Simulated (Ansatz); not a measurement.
`[CH2-]S(C)=O`. Charge -1, multiplicity 1.

```xyz
9

C     1.097   -0.156    1.015
S     0.350   -0.803   -0.351
C    -1.187    0.157   -0.299
O     0.884   -0.407   -1.723
H     1.324    0.914    0.941
H     1.956   -0.764    1.306
H    -1.755   -0.102    0.595
H    -1.757   -0.056   -1.206
H    -0.913    1.217   -0.279
```

**Question.** What are the harmonic wavenumbers in cm⁻¹ at PBE0-D4/def2-TZVPD (Ansatz, finite differences of forces, unscaled)? (Best estimate.)

**Answer.** The calculation gave: 208, 278, 342, 382, 446, 580, 685, 873, 901, 937, 1006, 1025, 1281, 1393, 1436, 1445, 3025, 3028, 3116, 3134, 3149.

**Question.** Is this a minimum?

**Answer.** Yes, all 21 modes are real.

**Question.** Give the ideal-gas thermochemistry at 298.15 K and 1 bar (rigid rotor, harmonic oscillator; point group C1, symmetry number 1).

**Answer.** Zero-point energy 171.5 kJ/mol; H(298) − E = 188.0 kJ/mol; entropy 300.5 J/(mol·K), of which translation 163.1, rotation 103.4, vibration 34.0; G(298) − E = 98.4 kJ/mol.

**Question.** And at 400, 500, 600, 800 and 1000 K?

**Answer.** 
| T (K) | H − E (kJ/mol) | S (J/mol/K) | G − E (kJ/mol) |
| --- | --- | --- | --- |
| 400 | 197.7 | 328.4 | 66.3 |
| 500 | 208.8 | 353.2 | 32.2 |
| 600 | 221.2 | 375.7 | -4.2 |
| 800 | 248.9 | 415.5 | -83.4 |
| 1000 | 279.6 | 449.6 | -170.0 |

**Question.** Rotational constants (cm⁻¹)?

**Answer.** 0.2539, 0.2379, 0.1455.
